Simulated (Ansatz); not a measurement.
C5H8 (1,4-pentadiene): the vertical ionisation energy from total energies

C5H8: 13 atoms, total charge 0, spin state singlet. As SMILES, `C=CCC=C`. Geometry: relaxed at PBE0-D4/def2-TZVP. This is one conformer, not always the lowest.

Both states at this one shape; open shells run unrestricted unless said. 1 Eh = 27.2114 eV.

| level | program | singlet C5H8 (Eh) | doublet [C5H8]+ (Eh) |
| --- | --- | --- | --- |
| PBE/6-31G* (spherical functions) | Ansatz | -195.008818 | -194.683374 |
| wB97M-V/6-31G* (spherical functions) | Ansatz | -195.178928 | -194.833883 |
| RPA@PBE/6-31G* (spherical functions), 5 core orbitals frozen | Ansatz | -194.942004 | -194.617081 |

**Question.** Work out the vertical ionisation energy at each level.

**Answer.** 
1. PBE/6-31G* (spherical functions): -194.683374 − (-195.008818) = 0.325444 Eh = 8.86 eV.
2. wB97M-V/6-31G* (spherical functions): -194.833883 − (-195.178928) = 0.345045 Eh = 9.39 eV.
3. RPA@PBE/6-31G* (spherical functions): -194.617081 − (-194.942004) = 0.324923 Eh = 8.84 eV.

No measured value is set beside it here; the levels span 8.84 to 9.39 eV.
